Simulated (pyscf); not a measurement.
PySCF, gas phase, ωB97X-D3(BJ)/def2-SVP geometries. Correlated levels are frozen-core, on RHF or UHF. ΔMP2 is the change of the MP2 total energy from the triple- to the quadruple-zeta basis.

SMILES: [SiH3]OBO
```xyz
9

O      0.9583     2.7649    -1.2793
B      0.2811     1.6679    -0.8581
O      0.8687     0.7950     0.0161
Si     0.3142    -0.6199     0.7221
H      1.8399     2.8075    -0.8863
H     -0.8412     1.4951    -1.2787
H     -1.0592    -0.9334     0.2361
H      1.2448    -1.7226     0.3615
H      0.3013    -0.4395     2.1985
```

Problem. What is the homolytic dissociation enthalpy (298 K, CCSD(T)/def2-TZVPP + ΔMP2(QZVPP)) of the O–Si bond of `[OH][BH][O][SiH3]`, to •O–BH–OH + SiH₃•?

Solution. O–Si to •O–BH–OH + SiH₃•: 120.1 kcal/mol. The radicals are drawn with the spin at the cut bond; how far it spreads was not checked. •O–BH–OH lies 5.1 kcal/mol over its isomer [HO–B–OH]•, and others may lie lower still (electronic energy, ωB97M-D3(BJ)). The CCSD(T) − MP2 part came from Ansatz, without density fitting, on the same reference.
